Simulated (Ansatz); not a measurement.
What each rung costs, and what it gives

Saddle point of Si2H8S, singlet (Si₂H₆ ([SiH3][SiH3]) + H₂S → Si₂H₆S ([SiH3][SiH2][SH]) + H₂; bonds formed: Si1–S7, H2–H6; bonds broken: Si1–H2, H6–S7), PBE0-D4/def2-TZVP structure:

```xyz
11
angstrom
Si -0.5789 0.1950 -0.4784
H -0.3180 -1.3632 0.1621
H -0.2463 1.3182 -1.4167
H -2.0500 0.0122 -0.4951
Si 0.3337 0.9048 1.5673
H -0.1724 -1.6858 -0.8461
S 0.0173 -1.3363 -2.3854
H 1.7882 0.5758 1.5559
H -0.2972 0.1635 2.6931
H 0.1958 2.3715 1.7920
H 1.3280 -1.1559 -2.1485
```

Barriers are electronic and count from the start structure reached by relaxing down the imaginary mode.

Computed with Ansatz 0.2.0 (basis: as named in each row); correlated methods freeze the cores. B3LYP uses VWN-RPA correlation. Extrapolation: Hartree–Fock as exp(−7.88 √X), correlation as X^−2.97.

Times are rough, for one single point on 4 threads of a shared host (Arm Neoverse V1).

The estimate by CCSD(T) at an estimated basis limit (MP2 extrapolated from triple and quadruple zeta, plus CCSD(T) − MP2 in triple zeta) is 218.0 kJ/mol.

| method | basis | time (s) | barrier (kJ/mol) | method less estimate |
| --- | --- | --- | --- | --- |
| HF | STO-3G | under 1 | 485.7 | 267.7 |
| PBE-D4 | STO-3G | under 1 | 266.9 | 48.9 |
| SPW92 | def2-SVP | under 1 | 140.3 | -77.6 |
| B3LYP-D4 | 6-31G | under 1 | 251.7 | 33.7 |
| PBE-D4 | def2-SVP | under 1 | 169.5 | -48.4 |
| PBE0-D4 | def2-SVP | under 1 | 194.3 | -23.6 |
| SPW92 | def2-TZVPP | 1 | 139.2 | -78.7 |
| CCSD(T) | def2-SVP | 2 | 245.8 | 27.8 |
| PBE-D4 | def2-TZVPP | 2 | 166.4 | -51.6 |
| BLYP-D4 | def2-TZVPP | 2 | 190.2 | -27.7 |
| B3LYP-D4 | def2-TZVPP | 2 | 207.7 | -10.3 |
| BHLYP-D4 | def2-TZVPP | 2 | 235.5 | 17.6 |
| CAM-B3LYP-D4 | def2-TZVPP | 3 | 223.7 | 5.8 |
| PBE0-D4 | def2-TZVPP | 3 | 189.6 | -28.3 |
| r2SCAN-D4 | def2-TZVPP | 4 | 185.0 | -32.9 |
| RPA on PBE | def2-TZVPP | 4 | 226.4 | 8.4 |
| r2SCAN0-D4 | def2-TZVPP | 4 | 200.8 | -17.2 |
| wB97M-V | def2-SVP | 4 | 217.3 | -0.6 |
| B2PLYP | def2-TZVPP | 4 | 219.6 | 1.6 |
| PBE-QIDH | def2-TZVPP | 4 | 210.6 | -7.3 |
| wB97X-V | def2-TZVPP | 7 | 224.4 | 6.4 |
| wB97M-V | def2-TZVPP | 8 | 215.6 | -2.4 |
| B97M-V | def2-TZVPP | 8 | 198.2 | -19.7 |
| MP2 | def2-QZVPP | 17 | 211.8 | -6.2 |
| CCSD(T) | def2-TZVPP | 59 | 225.0 | 7.0 |

All methods are single points on the PBE0-D4 structures.

T1 diagnostic: at most 0.015.

Labels in which every atom is bracketed show which atoms are joined, not bond orders.
